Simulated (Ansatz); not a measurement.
**Al–NH$_{2}$: how the atomization moves with the basis**

Al–NH2, singlet; coordinates (Å): Al 0.000 0.000 0.697; N 0.000 0.000 -1.099; H 0.000 0.822 -1.689; H 0.000 -0.822 -1.689. Quantity: atomization.

Ansatz 0.2.0, basis 6-31G or cc-pVDZ; geometries are PBE0/def2-TZVP minima. Wave-function levels freeze the cores; HF, MP2 and coupled cluster are restricted for singlets and unrestricted otherwise, atoms included (their steps beyond CCSDT(Q) come from restricted open-shell runs), Kohn–Sham unrestricted where that lies lower. The reference is CCSDTQ or full CI (coupled cluster only where its series has nearly closed). Semilocal and hybrid functionals correlate all electrons outside any core potential and usually lie nearer their basis limit than the reference, so part of their error here is the reference's basis and frozen-core error; RPA and the MP2 part of double hybrids freeze the same cores as the reference. None of these values is a measured one. Energies are electronic, without zero-point terms. No spin–orbit coupling and no scalar relativity. The species are chosen: bound, without strong static correlation by their natural occupations or amplitudes, in their lowest spin state as far as vertical gaps and like structures tell, and with a ladder that closes on the reference, so errors are smaller than for species at large; levels whose determinant breaks symmetry or spin markedly are left out.

```tsv
level	6-31G (kJ/mol)	cc-pVDZ (kJ/mol)
reference	965.5 (full CI)	1050.3 (CCSDTQ)
MP2	957.7	1058.6
CCSD(T)	963.7	1048.6
PBE	1144.2	1170.2
PBE0	1104.0	1133.8
B3LYP	1122.2	1150.7
B2PLYP	1070.1	1120.4
RPA-PBE	931.2	1029.8
```

From 6-31G to cc-pVDZ the reference moves by 84.8 kJ/mol and PBE by 26.0; the step from CCSD(T) to the reference is 1.9 in the first and 1.6 in the last.
